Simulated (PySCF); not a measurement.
## Li₃: fields on a plane

These are results of UPBE0/[Li def2-TZVP], no relativity, density fitting, PySCF, not measurements.

The doublet minimum has Li–Li 2.811 Å (×2), Li–Li 3.374 Å; Li–Li–Li 53.1° (×2), Li–Li–Li 73.8°.

The plane holds Li1 at (0.00, 0.00), Li2 at (2.81, 0.00), Li3 at (0.79, 2.70) Å. Columns run from x = -1.95 to 5.25 Å, rows from y = 4.95 (top) to -1.95 Å, in steps of 0.3 Å. Other isomers or separated fragments may lie lower.

**Question.** Give the electrostatic potential (V) (cut at 20 V). Every second row and column.

**Answer.** 
```
-0.2 -0.1  0.1  0.4  0.7  0.9  0.8  0.6  0.4  0.3  0.2  0.2  0.2
-0.3 -0.1  0.2  1.0  1.8  2.0  1.6  1.0  0.6  0.4  0.3  0.2  0.2
-0.4 -0.2  0.5  2.4  5.1  5.6  3.5  1.7  0.8  0.4  0.3  0.2  0.2
-0.5 -0.3  0.9  5.0 17.5 20.0  6.7  2.3  0.9  0.5  0.3  0.3  0.2
-0.5 -0.4  0.7  5.6 20.0 20.0  7.5  2.1  0.7  0.5  0.4  0.4  0.3
-0.4 -0.4  0.3  2.7  7.7  8.2  3.3  1.1  0.8  0.8  0.7  0.6  0.4
 0.0  0.3  1.1  2.3  2.5  1.6  0.8  1.4  2.5  2.3  1.5  0.9  0.6
 0.7  1.9  4.9  9.4  6.6  1.9  1.4  5.6 10.2  6.5  3.0  1.4  0.7
 1.4  3.5 10.7 20.0 20.0  4.1  3.1 15.5 20.0 13.8  4.2  1.6  0.8
 1.6  3.6  9.0 20.0 13.7  3.6  2.7 10.3 20.0 10.0  3.5  1.4  0.6
 1.4  2.5  4.4  5.9  4.2  1.4  0.8  2.8  4.7  3.5  1.8  0.8  0.4
 1.0  1.5  2.0  2.0  1.2  0.1 -0.3  0.1  0.7  0.8  0.6  0.3  0.2
```

**Question.** Give the electron localisation function (set to 0 where the density is under 0.005 e/Å³). Lower edges of the bins: '0' 0.000, '1' 0.100, '2' 0.200, '3' 0.300, '4' 0.400, '5' 0.500, '6' 0.600, '7' 0.700, '8' 0.800, '9' 0.900; top 1.00.

**Answer.** 
```
0000000000000000000000000
0000089998800000000000000
0000999999986000000000000
0009999975456600000000000
0099999400002560000000000
0999995000000376000000000
0999991079900177600000000
9999980199960188750000000
9999980099940299875000000
9999992039600799886000000
9999998100006999988600000
9999999964589999998750000
9999999999999999888760000
9999963479999982001465000
8997100004899700000046000
7871018800799106970016000
0620099980498019993007700
0000099980498029992018800
0000089910799106970049800
0000000002999600000289800
0000000028999973125999800
0000023799999999999999000
0000058999999999999998000
0000007899999999999990000
```
